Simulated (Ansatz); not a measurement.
# AlP+ (quartet): the correlation ladder, def2-TZVPP

An exercise on one series of results from a longer session: the logs are not shown, and one member is left open.

The runs use Ansatz 0.2.0, Gaussian basis; def2-TZVPP, core rule «outside noble gas», up to 10 orbitals frozen.

Plan: UHF; ROHF; CCSD(T) on UHF.

## The geometry

The geometry is a PBE0/def2-TZVP stationary point (not a proven minimum).

2 atoms, charge 1, spin multiplicity 4.

Atoms are counted from 1 here; the program's logs count them from 0.

Bond lengths: Al1–P2 2.460 Å.

Geometry (Å):

```xyz
2
charge 1, multiplicity 4
Al    0.0000    0.0000    0.0000
P     0.0000    0.0000    2.4598
```

The first run:

File in.yaml:

```yaml
crystal:
  periodic: [false, false, false]
  atoms:
    - {symbol: Al, position_ang: [0.000000, 0.000000, 0.000000]}
    - {symbol: P, position_ang: [0.000000, 0.000000, 2.459800]}
basis:
  gaussian: {orbitals: def2-TZVPP}
total_charge: 1
magnetization: {spin_polarized: true, initial_magnetization: 3}
hamiltonian: {xc: hf}
output: {orbitals: {seedname: orbitals}}
```

Run with:

```console
$ ansatz run in.yaml --threads 1 --pin off --events-out ev --progress --plain --max-ram 4096MiB --backend cpu
```

Among the steps run: UHF; ROHF; CCSD(T) on UHF.

One table of the session follows, with a row left open; its other results are not shown here.

It belongs to the step «Misses and costs». 

```
  method  from UCCSD(T) (meV)
    ROHF              +4498.3
     UHF                    ?
    UMP2               +972.7
   UCCSD               +192.7
UCCSD(T)                    0
```

Q: Estimate the row for UHF from the others.

The run gave: from UCCSD(T) (meV): +4292.9. In the column «from UCCSD(T) (meV)» it lies between UMP2 (+972.7) and ROHF (+4498.3).
